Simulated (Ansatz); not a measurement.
C₂HFS, SMILES `FC=C=S` at its PBE0-D4/def2-TZVP geometry, where that method's forces vanish. Charge 0, multiplicity 1.

| atom | x (Å) | y (Å) | z (Å) |
| --- | --- | --- | --- |
| F1 | 0.9588 | -0.8871 | 1.0726 |
| C2 | 0.5291 | -0.2293 | -0.0133 |
| C3 | -0.6607 | 0.3204 | -0.0625 |
| S4 | -2.0573 | 0.9825 | -0.1599 |
| H5 | 1.2300 | -0.1865 | -0.8369 |

Question: For each bond, give half the difference of the two atoms' forces along it (eV/Å; positive pushes the atoms apart) under PBE-D4, r2SCAN-D4, B3LYP-D4, ωB97M-V in def2-TZVPP. (An estimate is asked.)

Answer: The calculation gave: 
| bond | length (Å) | PBE-D4 | r2SCAN-D4 | B3LYP-D4 | ωB97M-V |
| --- | --- | --- | --- | --- | --- |
| F1–C2 | 1.340 | 0.52 | 0.35 | 0.46 | 0.36 |
| C2–C3 | 1.312 | 0.11 | 0.04 | -0.15 | -0.17 |
| C2–H5 | 1.082 | -0.06 | -0.16 | -0.19 | -0.17 |
| C3–S4 | 1.549 | 0.29 | 0.06 | 0.18 | 0.10 |

B3LYP here is the variant with VWN-RPA as its local correlation; programs differ in this.

Computed with Ansatz.
